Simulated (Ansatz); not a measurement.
# Other spins and charges of HNC, singlet at one geometry

Geometry (PBE0/def2-TZVP stationary point for this spin, not checked as a minimum):

```
atom   x (Å)   y (Å)    z (Å)
   N  0.0000  0.0000   0.0555
   C  0.0000  0.0000  -1.1080
   H  0.0000  0.0000   1.0525
```

Basis cc-pVDZ; Ansatz 0.2.0. Only valence electrons are correlated (noble-gas cores frozen). R marks a restricted (for open shells ROHF) determinant, U an unrestricted one. Active spaces: valence = (10e, 9o) chosen from the atoms' valence shells.

Gaps are energies of the second state less the first, at fixed atoms, for a selection of the levels run; each method lands on the state that its own search finds for that charge and spin.

Unrestricted rows (U, and Kohn–Sham where it breaks symmetry) aren't spin-pure: their determinants' ⟨S²⟩ exceeds S(S+1) by up to 0.38, so they mix in states of higher spin. A value is left out where its run failed or describes another state than the reference as far as symmetry and spin tell, or, spin-broken singlets apart, can't be checked.

Triplet less singlet: 6.259 eV at UCCSDT(Q).

```csv
level,gap (eV),error (meV),⟨S²⟩ where 0.1 over S(S+1) (first / second)
RHF,5.529,-730,– / –
UHF,5.242,-1017,– / 2.12
RMP2,6.253,-6,– / –
UMP2,6.409,150,– / 2.12
CISD,6.080,-179,– / –
RCCSD,6.185,-74,– / –
UCCSD,6.175,-84,– / 2.12
RCCSD(T),6.261,2,– / –
UCCSD(T),6.266,7,– / 2.12
BCCD(T),6.264,5,– / –
RCCSDT,6.256,-3,– / –
UCCSDT,6.255,-4,– / 2.12
RCCSDT(Q),6.261,2,– / –
CASSCF (valence space),6.551,292,– / –
NEVPT2 (valence space),6.210,-49,– / –
MRCISD (valence space),6.263,4,– / –
MRCISD+Q (valence space),6.234,-25,– / –
PBE,5.962,-297,– / –
r2SCAN,5.800,-459,– / –
PBE0,5.892,-367,– / –
B3LYP,6.074,-185,– / –
wB97M-V,6.345,86,– / –
B2PLYP,6.189,-70,– / –
RPA-PBE,6.301,42,– / –
```

Question: PBE gives 11.839 eV for removing an electron, to the doublet. Estimate what UCCSDT(Q) gives in cc-pVDZ.

Answer: UCCSDT(Q) in cc-pVDZ gives 11.564 eV, so against it PBE is off by 0.275 eV, of which a good part can be the reference's own basis and frozen-core error.

| level | gap (eV) | error (meV) | ⟨S²⟩ where 0.1 over S(S+1) (first / second) |
| --- | --- | --- | --- |
| RHF | 11.191 | -373 | – / – |
| UHF | 10.721 | -843 | – / 1.13 |
| RMP2 | 11.563 | -1 | – / – |
| UMP2 | 12.126 | 562 | – / 1.13 |
| CISD | 11.550 | -14 | – / – |
| RCCSD | 11.581 | 17 | – / – |
| UCCSD | 11.578 | 14 | – / 1.13 |
| RCCSD(T) | 11.579 | 15 | – / – |
| UCCSD(T) | 11.613 | 49 | – / 1.13 |
| BCCD(T) | 11.585 | 21 | – / – |
| RCCSDT | 11.573 | 9 | – / – |
| UCCSDT | 11.574 | 10 | – / 1.13 |
| RCCSDT(Q) | 11.565 | 1 | – / – |
| CASSCF (valence space) | 10.471 | -1093 | – / – |
| NEVPT2 (valence space) | 11.302 | -262 | – / – |
| MRCISD (valence space) | 11.454 | -110 | – / – |
| MRCISD+Q (valence space) | 11.545 | -19 | – / – |
| r2SCAN | 11.830 | 266 | – / – |
| PBE0 | 11.922 | 358 | – / – |
| B3LYP | 12.066 | 502 | – / – |
| wB97M-V | 12.114 | 550 | – / – |
| B2PLYP | 11.860 | 296 | – / – |
| RPA-PBE | 11.910 | 346 | – / – |

In so small a basis the reference is far from its limit while semilocal and hybrid functionals are nearer theirs (RPA and double hybrids share part of the reference's basis error), so the functionals' errors here hold much of the reference's basis and frozen-core error, which can add to them or hide them.

Full CI isn't at hand for all of this; UCCSDT(Q) serves as the reference, and is uncertain by the last step of the cluster series or more. The frozen core follows each run's orbitals, which can shift R against U totals by a few meV.
